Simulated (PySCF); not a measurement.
nitrogen dioxide (NO2), SMILES [O]N=O, multiplicity 2. Atoms are numbered in the order given.

```xyz
3

O      0.0000     1.1015     0.1413
N      0.0000     0.0000    -0.3229
O      0.0000    -1.1015     0.1413
```
Charge 0, spin multiplicity 2.

The structure is a stationary point at TPSSh-D3(BJ)/def2-TZVP.

Two levels are set side by side: PBE/pcH-1 (PySCF) and PBE0/pcH-1 (PySCF). Contact hyperfine couplings, same geometry. Differences are taken from unrounded values.

```csv
quantity,PBE0
"A(iso) of 17O, atom O1 (MHz)",-41.7
"A(iso) of 14N, atom N2 (MHz)",146.7
"A(iso) of 17O, atom O3 (MHz)",-41.7
```

What does PBE give, and how far is it from PBE0? (The exact figures need the calculation; the answer reports its results.)


```tsv
quantity	PBE	PBE minus PBE0
A(iso) of 17O, atom O1 (MHz)	-40.2	1.5
A(iso) of 14N, atom N2 (MHz)	148.7	2.1
A(iso) of 17O, atom O3 (MHz)	-40.2	1.5
```

Rough cost on one machine, each run with all the roots and properties that it gave: PBE0 against PBE within a factor of 2.
